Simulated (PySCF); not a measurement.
C4H4S, SMILES c1ccsc1. Coordinates come from a B3LYP-D3(BJ)/def2-SVP optimisation.

The numbers are results of PySCF with B3LYP-D3(BJ)/def2-SVP, not measurements.

Harmonic wavenumbers (cm⁻¹): 461, 582, 620, 692, 724, 756, 843, 876, 891, 936, 1054, 1087, 1090, 1264, 1395, 1465, 1567, 3205, 3217, 3251, 3253. Rotational constants (GHz): 7.970, 5.341, 3.198; symmetry number 2.

Work out the zero-point energy and the ideal-gas rigid-rotor harmonic-oscillator thermochemistry at 298.15 K and 1 atm.

ZPE = ½ Σ hcν = ½ × 29226 cm⁻¹ = 174.81 kJ/mol. H − E(el) = 187.95 kJ/mol. Entropy in J/(mol K): translation 164.03, rotation 99.97, vibration 14.13, total 278.13. G − E(el) = 105.03 kJ/mol. Cp = 71.56 J/(mol K).
